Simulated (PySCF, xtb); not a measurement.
## CH3AlS: which of two isomers lies lower

Structure X is `[CH2]1[AlH][S]1`, a singlet and structure Y is `C[S][Al]`, a singlet. Both are isolated molecules in the gas phase, relaxed with B3LYP-D4/def2-SVP.

Task: Estimate E(Y) − E(X) at the level CCSD(T)/def2-TZVP.

Result: Calculated at CCSD(T)/def2-TZVP: E(Y) − E(X) = −62.5 kJ/mol, so structure Y lies lower.

The same difference at several levels:

```json
{"level": "B3LYP-D4/def2-SVP", "geometry": "B3LYP-D4/def2-SVP", "E(Y) − E(X) (kJ/mol)": "−71.0", "departure from the last row (kJ/mol)": "−8.5", "job, with rough time for the two": "optimisation, 2.4 min"}
{"level": "HF/def2-TZVP", "geometry": "B3LYP-D4/def2-SVP", "E(Y) − E(X) (kJ/mol)": "−73.7", "departure from the last row (kJ/mol)": "−11.2", "job, with rough time for the two": "part of the CCSD(T) run"}
{"level": "MP2/def2-TZVP", "geometry": "B3LYP-D4/def2-SVP", "E(Y) − E(X) (kJ/mol)": "−51.0", "departure from the last row (kJ/mol)": "+11.5", "job, with rough time for the two": "part of the CCSD(T) run"}
{"level": "CCSD(T)/def2-TZVP", "geometry": "B3LYP-D4/def2-SVP", "E(Y) − E(X) (kJ/mol)": "−62.5", "departure from the last row (kJ/mol)": "", "job, with rough time for the two": "single point, 72 s"}
```

As drawn, Y has 1 C–H in place of 1 C–Al, 1 Al–H. Structure X has a 3-membered ring, Y no ring.

The levels shown agree on the order. The largest departure from CCSD(T)/def2-TZVP is that of MP2/def2-TZVP, 11.5 kJ/mol. Levels run at GFN2-xTB geometries aren't shown.

With thermal terms from frequencies at re-optimised GFN2-xTB minima (ideal gas, soft modes damped towards free rotors, one conformer each, 298.15 K, 1 atm): the zero-point term adds +13.7 kJ/mol; ΔH is −47.5 and ΔG −52.7 kJ/mol.

The correlated steps freeze 11 core orbitals. Programs: PySCF 2.14.0, xtb 6.7.1; the last row on 2 threads of Intel(R) Xeon(R) Processor @ 2.70GHz on a shared host.
